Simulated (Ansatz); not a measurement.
Worked example: correlation energy of BGeCl⁺, doublet

Geometry: that of the BGeCl, singlet, kept fixed.

```xyz
3

B     0.0000   -1.6236   -0.6775
Ge    0.0000    0.0874    0.8048
Cl    0.0000    0.3161   -1.4425
```

Basis cc-pVDZ; Ansatz 0.2.0. Correlated methods freeze the noble-gas cores and the filled d shells of p-block atoms, which leaves 13 electrons in 39 orbitals. R marks a restricted (for open shells ROHF) determinant, U an unrestricted one. No spin–orbit coupling is included, and no scalar relativity.

Full CI isn't at hand for all of this; UCCSDT(Q) serves as the reference, and is uncertain by the last step of the cluster series or more.

UCCSD has a T1 diagnostic of 0.028 and a largest doubles amplitude of 0.06.

Runs differ by some tens of microhartree through their thresholds and, for an open shell, their frozen cores, so steps under 0.03 kcal/mol mean nothing.

Here the R and U totals at CCSDT(Q) differ by 0.15 kcal/mol, a measure of how far such totals hang on the determinant and its frozen core.

| level | total energy (hartree) |
| --- | --- |
| UHF | -2559.163218 |
| UMP2 | -2559.406702 |
| UCCSD | -2559.444773 |
| UCCSD(T) | -2559.456410 |
| UCCSDT | -2559.458105 |
| UCCSDT(Q) | -2559.459131 |

Task: What is the correlation energy at UCCSDT(Q), and what share of it do UMP2 and UCCSDT recover?

Result: E(corr) = -2559.459131 − (-2559.163218) = -0.295913 hartree = -8.052 eV. UMP2: -0.243484 / -0.295913 = 82.28 %. UCCSDT: -0.294887 / -0.295913 = 99.65 %.

Task: By how many kcal/mol does UCCSD(T) miss UCCSDT(Q) (1 hartree = 627.509 kcal/mol), and which steps make up the rest?

Result: -2559.456410 − (-2559.459131) = 0.002721 hartree = 1.71 kcal/mol. Steps: UCCSDT − UCCSD(T) = -1.06, UCCSDT(Q) − UCCSDT = -0.64 kcal/mol. Differences between like states or geometries often cancel part of this.
